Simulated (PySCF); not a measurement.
# Gas-phase XPS of 1,1-dichloro-2,2-difluoroethane, computed

Compound: 1,1-dichloro-2,2-difluoroethane, C2H2Cl2F2.
SMILES with atom numbers: `[F:1][CH:2]([F:3])[CH:4]([Cl:5])[Cl:6]`

Method used: PySCF 2.14.0, delta-SCF UKS SCAN, pcX-2 on the ionised atom, pcseg-1 elsewhere, spin-free X2C. Each binding energy is the total energy of the core-ionised species, with the hole localised on one atom, minus that of the ground state; both are solved self-consistently, so orbital relaxation is included.

Problem. What binding energy does each computed site have?

Solution. 
| atom(s) | environment | level | binding energy (eV) | 2p1/2 (eV) | above the level's lowest (eV) | count |
| --- | --- | --- | --- | --- | --- | --- |
| Cl5/Cl6 | alkyl chlorine | Cl 2p3/2 | 206.94 | 208.59 | 0.00 | 2 |
| C4 | CHCl2 carbon | C 1s | 294.54 | – | 0.00 | 1 |
| C2 | CHF2 carbon | C 1s | 296.58 | – | +2.04 | 1 |
| F1/F3 | fluorine of a CF2 group | F 1s | 693.98 | – | 0.00 | 2 |
| Cl5/Cl6 | alkyl chlorine | Cl 1s | 2829.54 | – | 0.00 | 2 |

Lowest listed C 1s: C4, bonded to 2 Cl, C and H. Highest, 2.04 eV above it: C2, bonded to 2 F, C and H. Summing the Pauling electronegativity differences to the bonded atoms, each weighted by its formal bond order, gives +0.87 for the lowest site and +2.51 for the highest.

Problem. Which photon energy gives electrons from C 1s of C4 a kinetic energy of 200 eV, and what is their de Broglie wavelength?

Solution. hν = 294.54 + 200 = 494.54 eV, recoil neglected; λ = 12.264 Å/√(E/eV) = 0.87 Å.

Problem. Give the binding energy of C 1s of C4 in hartree and in kJ/mol.

Solution. 294.54 eV = 10.8241 Eh = 28419 kJ/mol.

Topologically equivalent atoms share the value of their first member; where this conformer doesn't relate them by symmetry, their own values could differ. The 2p values add to the ΔSCF energy of one spin-free hole a correction within the shell (spin–orbit coupling, ligand field). 2p1/2 minus 2p3/2 (ligand field included): Cl 1.65 eV. Isolated species at its PBE0-D3(BJ)/def2-SVP geometry (one conformer only).

Time: 55 s of wall time; peak memory 0.63 GiB. Hardware: one thread of an Intel Xeon Platinum 8259CL at 2.50 GHz, no GPU, shared host with 96 logical CPUs at a one-minute load of 50.

Conformer computed: `[F:1][CH:2]([F:3])[CH:4]([Cl:5])[Cl:6]`: F1–C2–C4–Cl5 -66°.
